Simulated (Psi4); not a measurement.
**C2H6F2 (SMILES CF.CF) at PBE-D3(0)/6-31G(d) (density fitting, Cartesian functions, counterpoise cp, fragments set)**

We compute the interaction energy of C2H6F2. 

The results are computed with Psi4 1.11.

4 further runs of the same task are left out: 1 that didn't finish, 3 set aside as unsound or not needed.

### Step 1. Starting point

The species is C2H6F2 (10 atoms), meant as a singlet with charge 0. As SMILES, `CF.CF`.

Bond lengths: C1–F2 1.376 Å, C6–F7 1.376 Å, C1–H3 1.092 Å, C1–H4 1.092 Å, C1–H5 1.092 Å, C6–H8 1.092 Å, C6–H9 1.092 Å, C6–H10 1.092 Å. Some angles: F2–C1–H3 109.1°, F2–C1–H4 109.1°, F2–C1–H5 109.1°, F7–C6–H8 109.1°, F7–C6–H9 109.1°, F7–C6–H10 109.1°, H3–C1–H4 109.9°, H3–C1–H5 109.9°, H4–C1–H5 109.9°, H8–C6–H9 109.9°.

### Step 2. The interaction energy at PBE-D3(0)/6-31G(d) (density fitting, Cartesian functions, counterpoise cp, fragments set)

Contents of job.py:

```python
import psi4

psi4.set_memory('1600 MB')
psi4.set_num_threads(1)
psi4.core.set_output_file('psi4.out', False)

molecule = psi4.geometry("""
0 1
C     -0.050720     0.032900     0.007820
F      1.094080    -0.710500    -0.168580
H     -0.918720    -0.626900    -0.057980
H     -0.104820     0.796000    -0.771980
H     -0.019820     0.508500     0.990720
--
0 1
C     -2.202730     1.442040     4.681480
F     -1.265840     1.720380     3.712410
H     -3.070540     2.089130     4.535630
H     -1.764460     1.625300     5.665190
H     -2.502480     0.394930     4.598190
units angstrom
symmetry c1
no_reorient
no_com
""")

psi4.set_options(dict(basis='6-31G*'))

energy_value, wavefunction = psi4.energy("pbe-d3zero", bsse_type='cp', return_wfn=True)
print(f'total energy {energy_value:.8f} hartree = {energy_value * 27.211386:.5f} eV')
for k, v in sorted(psi4.core.scalar_variables().items()):
    print(f'{k:45s} {v:18.10f}')
```

Run with:

```sh
$ python job.py
```

psi4.out:

```text
[...]
  Running in c1 symmetry.
[...]
  Nuclear repulsion =   37.451212821515938
[...]
  Multiplicity = 1
[...]
  Nalpha       = 9
  Nbeta        = 9
[...]
    Number of basis functions: 72
[...]
   @DF-RKS iter   1:  -139.46368642600103   -2.26946e-01   6.60913e-03 ADIIS/DIIS
[...]
   @DF-RKS iter   8:  -279.14997809133689   -1.68268e-09   6.55736e-07 DIIS
[...]
    Orbital Energies [Eh]
    ---------------------
    Doubly Occupied:
       1A    -24.244983     2A    -24.233077     3A     -9.961895
       4A     -9.950789     5A     -1.075951     6A     -1.064485
       7A     -0.627766     8A     -0.616684     9A     -0.425384
      10A     -0.417949    11A     -0.417790    12A     -0.413650
      13A     -0.407225    14A     -0.406281    15A     -0.275019
      16A     -0.274679    17A     -0.263762    18A     -0.262975
[...]
  @DF-RKS Final Energy:  -279.14997809133689
   => Energetics <=
    Nuclear Repulsion Energy =            108.2132562608035471
    One-Electron Energy =                -599.9980467561792921
    Two-Electron Energy =                 246.3286078454463564
    DFT Exchange-Correlation Energy =     -33.6927363196353937
    Empirical Dispersion Energy =          -0.0010591217720672
    VV10 Nonlocal Energy =                  0.0000000000000000
    Total Energy =                       -279.1499780913368909
[...]
 Multipole Moments:
 ------------------------------------------------------------------------------------
     Multipole            Electronic (a.u.)      Nuclear  (a.u.)        Total (a.u.)
 ------------------------------------------------------------------------------------
 L = 1.  Multiply by 2.5417464519 to convert [e a0] to [Debye]
 Dipole X            :         43.3662114          -44.3091266           -0.9429152
 Dipole Y            :        -42.7208489           42.9450089            0.2241599
 Dipole Z            :       -141.1547211          141.7106377            0.5559167
 Magnitude           :                                                    1.1173093
[...]
```

The script printed:

```text
total energy -0.00103446 hartree = -0.02815 eV
CALCINFO NATOM                                     10.0000000000
CALCINFO NFR                                        2.0000000000
CALCINFO NMC                                        1.0000000000
CP-CORRECTED 2-BODY CONTRIBUTION TO ENERGY         -0.0010344641
CP-CORRECTED INTERACTION ENERGY                    -0.0010344641
CP-CORRECTED INTERACTION ENERGY THROUGH 1-BODY       0.0000000000
CP-CORRECTED INTERACTION ENERGY THROUGH 2-BODY      -0.0010344641
CURRENT ENERGY                                     -0.0010344641
N-BODY (1)@(1, 2) TOTAL ENERGY                   -139.5741903705
N-BODY (1, 2)@(1, 2) TOTAL ENERGY                -279.1499780913
N-BODY (2)@(1, 2) TOTAL ENERGY                   -139.5747532567
NBODY NUMBER                                        3.0000000000
NUCLEAR REPULSION ENERGY                          108.2132562608
```

It took 12 s on 1 thread of Intel Xeon 6975P-C (Granite Rapids), shared host; peak memory 0.54 GiB.

### Step 3. What came out

At PBE-D3(0)/6-31G* (density fitting, Cartesian functions, counterpoise cp, fragments set):

| quantity | value |
| --- | --- |
| interaction energy | -2.72 kJ/mol |
